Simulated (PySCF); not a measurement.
Ionisation energies (eV) were calculated with PySCF 2.14 by MP2 (valence), UHF, LDA, in another order, as differences of total energies without spin-orbit coupling. The measured values are between term centres (NIST).

```
                               species  measured       A       B       C
    B⁺ (aug-cc-pVQZ-DK, spin-free X2C)    25.155  23.450  24.486  24.557
    Ar (aug-cc-pVQZ-DK, spin-free X2C)    15.819  14.532  15.827  15.975
Cu (aug-cc-pVQZ-PP with ECP10MDF, ECP)     7.726   6.583   7.675   8.626
    Se (aug-cc-pVQZ-DK, spin-free X2C)     9.635   8.543   9.344   9.886
    Kr (aug-cc-pVQZ-DK, spin-free X2C)    14.222  13.036  14.132  14.326
   Sn (aug-cc-pVQZ-DK3, spin-free X2C)     7.389   6.850   7.180   7.421
    I (aug-cc-pVQZ-DK3, spin-free X2C)    10.519   9.543  10.393  10.805
Os (aug-cc-pVQZ-PP with ECP60MDF, ECP)     8.473   6.517   8.134   8.765
```

Task: Which column is which method?

Result: A is UHF (mean error -1.24 eV); B is MP2 (valence) (mean error -0.22 eV); C is LDA (mean error 0.18 eV). Hartree-Fock lacks the correlation of the electron removed and comes out lowest. Valence MP2 in a finite basis recovers only part of the missing correlation, so it stays below experiment on average. LDA overbinds the outer electron and comes out highest.
